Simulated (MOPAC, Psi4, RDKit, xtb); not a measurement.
Internal rotation in C4H5N, SMILES C/C=C\C#N. Scanned: dihedral H6–C1–C2–C3; all other coordinates were relaxed at B3LYP-D3(BJ)/def2-SVP. Heavy atoms are numbered in the order of the SMILES C/C=C\C#N, hydrogens after them in the order of the atoms that carry them; the mirror image has the same energies with the sign of each dihedral reversed.

Methods: UFF // B3LYP-D3(BJ)/def2-SVP (RDKit); PM6, restricted, heats of formation // B3LYP-D3(BJ)/def2-SVP (MOPAC); GFN1-xTB // B3LYP-D3(BJ)/def2-SVP (xtb); MP2/cc-pVTZ = DF-MP2 (frozen core)/cc-pVTZ // B3LYP-D3(BJ)/def2-SVP (Psi4).

Energies relative to the lowest point of each profile, in kcal/mol; the last columns give the difference from MP2:

```tsv
φ / °	UFF	PM6	GFN1-xTB	MP2/cc-pVTZ	UFF − MP2/cc-pVTZ	PM6 − MP2/cc-pVTZ	GFN1-xTB − MP2/cc-pVTZ
0	2.08	0.00	0.00	0.00	2.08	0.00	0.00
10	2.04	0.01	0.06	0.09	1.95	-0.08	-0.04
20	1.88	0.04	0.20	0.36	1.52	-0.32	-0.16
30	1.52	0.09	0.43	0.72	0.79	-0.63	-0.30
40	0.89	0.14	0.66	1.10	-0.21	-0.96	-0.44
50	0.24	0.17	0.84	1.38	-1.14	-1.21	-0.55
60	0.00	0.18	0.90	1.47	-1.47	-1.29	-0.57
70	0.40	0.17	0.83	1.35	-0.95	-1.18	-0.53
80	1.07	0.14	0.64	1.06	0.01	-0.92	-0.42
90	1.63	0.10	0.43	0.69	0.94	-0.58	-0.26
100	1.93	0.04	0.20	0.35	1.57	-0.31	-0.15
110	2.04	0.01	0.06	0.10	1.94	-0.09	-0.04
```

UFF is furthest from MP2/cc-pVTZ at 0 (2.08 kcal/mol, above); its mean absolute difference over the points is 1.22 kcal/mol.

PM6 is furthest from MP2/cc-pVTZ at 60 (-1.29 kcal/mol, below); its mean absolute difference over the points is 0.63 kcal/mol.

GFN1-xTB is furthest from MP2/cc-pVTZ at 60 (-0.57 kcal/mol, below); its mean absolute difference over the points is 0.29 kcal/mol.
